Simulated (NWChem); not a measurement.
Everything below was run with NWChem. System: propyne (C3H4), charge 0, spin multiplicity 1, at a geometry optimised with PBE0/def2-SVP. Level: CIS/6-31+G* (spherical d).

NWChem printed:

```
             Northwest Computational Chemistry Package (NWChem) 7.3.0
             --------------------------------------------------------

                                NWChem Input Module
                                -------------------

 Scaling coordinates for geometry "geometry" by  1.889725989
 (inverse scale =  0.529177249)

 Turning off AUTOSYM since
 SYMMETRY directive was detected!

                             Geometry "geometry" -> ""
                             -------------------------

 Output coordinates in angstroms (scale by  1.889725989 to convert to a.u.)

  No.       Tag          Charge          X              Y              Z
 ---- ---------------- ---------- -------------- -------------- --------------
    1 C                    6.0000     1.22339800    -0.19597400     0.00000000
    2 C                    6.0000    -0.21160800     0.03533900     0.00000000
    3 C                    6.0000    -1.40741700     0.22524900     0.00000000
    4 H                    1.0000     1.44914200    -1.27366000     0.00000000
    5 H                    1.0000     1.69660600     0.24757400     0.88975000
    6 H                    1.0000     1.69660600     0.24757400    -0.88975000
    7 H                    1.0000    -2.46859400     0.39082500     0.00000000

 Effective nuclear repulsion energy (a.u.)      58.5542181740

            Nuclear Dipole moment (a.u.)
            ----------------------------
        X                 Y               Z
 ---------------- ---------------- ----------------
    -0.0000037795    -0.0000056692     0.0000000000

      Symmetry information
      --------------------

 Group name             Cs
 Group number              2
 Group order               2
 No. of unique centers     6

      Symmetry unique atoms

     1    2    3    4    5    7


 Summary of "ao basis" -> "" (spherical)
 ------------------------------------------------------------------------------
       Tag                 Description            Shells   Functions and Types
 ---------------- ------------------------------  ------  ---------------------
 *                          6-31+g*                   on all atoms

  xc_inp: hfexch multiplicative factor not found.

                                 NWChem DFT Module
                                 -----------------

 Summary of "ao basis" -> "ao basis" (spherical)
 ------------------------------------------------------------------------------
[...]
  ----------------------------------------------------------------------------
  Root   3 singlet a'             0.248217992 a.u.                6.7544 eV
  ----------------------------------------------------------------------------
     Transition Moments    X -0.01134   Y -0.06983   Z  0.00000
     Transition Moments   XX -0.11756  XY -0.37469  XZ  0.00000
     Transition Moments   YY -0.17822  YZ -0.00000  ZZ  0.29414
     Dipole Oscillator Strength                    0.0008280727
     Electric Quadrupole                           0.0000000168
     Magnetic Dipole                               0.0000000058
     Total Oscillator Strength                     0.0008280953

          sigma_e =   1.8107 Angstrom
          sigma_h =   1.2679 Angstrom
         |d_h->e| =   0.0840 Angstrom
            d_exc =   2.2071 Angstrom
            d_CD1 =   0.6269 Angstrom
            d_CD2 =  -1.4553 Angstrom
            d_CD3 =   2.2912 Angstrom
     Pearson C.C. =   0.0048

     Occ.   10  a"  ---  Virt.   15  a"       0.34478
     Occ.   10  a"  ---  Virt.   18  a"      -0.33744
     Occ.   10  a"  ---  Virt.   19  a"       0.25899
     Occ.   10  a"  ---  Virt.   22  a"      -0.40147
     Occ.   10  a"  ---  Virt.   27  a"      -0.17280
     Occ.   10  a"  ---  Virt.   37  a"      -0.05196
     Occ.   11  a'  ---  Virt.   14  a'      -0.34485
     Occ.   11  a'  ---  Virt.   17  a'       0.33749
     Occ.   11  a'  ---  Virt.   20  a'      -0.25892
     Occ.   11  a'  ---  Virt.   23  a'       0.40148
     Occ.   11  a'  ---  Virt.   26  a'       0.17286
     Occ.   11  a'  ---  Virt.   36  a'       0.05200
  ----------------------------------------------------------------------------
  Root   4 singlet a'             0.287436396 a.u.                7.8215 eV
  ----------------------------------------------------------------------------
     Transition Moments    X -0.09877   Y -0.61406   Z -0.00000
     Transition Moments   XX  0.72579  XY  2.19835  XZ  0.00000
     Transition Moments   YY -0.94471  YZ -0.00000  ZZ  0.21228
     Dipole Oscillator Strength                    0.0741252172
     Electric Quadrupole                           0.0000007037
     Magnetic Dipole                               0.0000016464
     Total Oscillator Strength                     0.0741275674

          sigma_e =   2.9545 Angstrom
          sigma_h =   1.3620 Angstrom
         |d_h->e| =   0.0308 Angstrom
            d_exc =   3.1941 Angstrom
            d_CD1 =   1.6233 Angstrom
            d_CD2 =  -2.1275 Angstrom
            d_CD3 =   3.2249 Angstrom
     Pearson C.C. =   0.0475

     Occ.   11  a'  ---  Virt.   12  a'       0.73156
     Occ.   11  a'  ---  Virt.   13  a'       0.24254
     Occ.   11  a'  ---  Virt.   16  a'      -0.60024
     Occ.   11  a'  ---  Virt.   21  a'       0.14167
     Occ.   11  a'  ---  Virt.   24  a'       0.05158
     Occ.   11  a'  ---  Virt.   25  a'       0.09596
  ----------------------------------------------------------------------------
  Root   5 singlet a"             0.287461316 a.u.                7.8222 eV
  ----------------------------------------------------------------------------
     Transition Moments    X -0.00000   Y -0.00000   Z  0.62181
     Transition Moments   XX  0.00000  XY  0.00000  XZ -2.35493
     Transition Moments   YY -0.00000  YZ  0.16421  ZZ  0.00000
     Dipole Oscillator Strength                    0.0740977650
     Electric Quadrupole                           0.0000007049
     Magnetic Dipole                               0.0000016474
     Total Oscillator Strength                     0.0741001174

          sigma_e =   2.9546 Angstrom
          sigma_h =   1.3621 Angstrom
         |d_h->e| =   0.0285 Angstrom
            d_exc =   3.1942 Angstrom
            d_CD1 =   1.6210 Angstrom
            d_CD2 =  -2.1299 Angstrom
            d_CD3 =   3.2227 Angstrom
     Pearson C.C. =   0.0476

     Occ.   10  a"  ---  Virt.   12  a'      -0.73156
     Occ.   10  a"  ---  Virt.   13  a'      -0.24235
     Occ.   10  a"  ---  Virt.   16  a'       0.60053
     Occ.   10  a"  ---  Virt.   21  a'      -0.14168
     Occ.   10  a"  ---  Virt.   24  a'      -0.05161
     Occ.   10  a"  ---  Virt.   25  a'      -0.09620

              Target root =      1
          Target symmetry = none
      Ground state energy =   -115.866913487620
        Excitation energy =      0.235878945175
     Excited state energy =   -115.631034542445

  stored tddft:energy   -115.63103454244465

 Task  times  cpu:       11.2s     wall:       11.2s

 Total times  cpu:       11.3s     wall:       11.3s
```

Write an NWChem input that would produce this output.

One answer among several that fit: 
```
start mol
memory heap 200 mb stack 900 mb global 1100 mb
geometry units angstroms nocenter noautoz
  C      1.223398    -0.195974     0.000000
  C     -0.211608     0.035339     0.000000
  C     -1.407417     0.225249     0.000000
  H      1.449142    -1.273660     0.000000
  H      1.696606     0.247574     0.889750
  H      1.696606     0.247574    -0.889750
  H     -2.468594     0.390825     0.000000
  symmetry group Cs
end
basis spherical
  * library 6-31+g*
end
dft
  xc hfexch
  semidirect memsize 60000000 filesize 0
  iterations 100
end
tddft
  cis
  nroots 5
  notriplet
  thresh 1e-4
end
task tddft energy
```
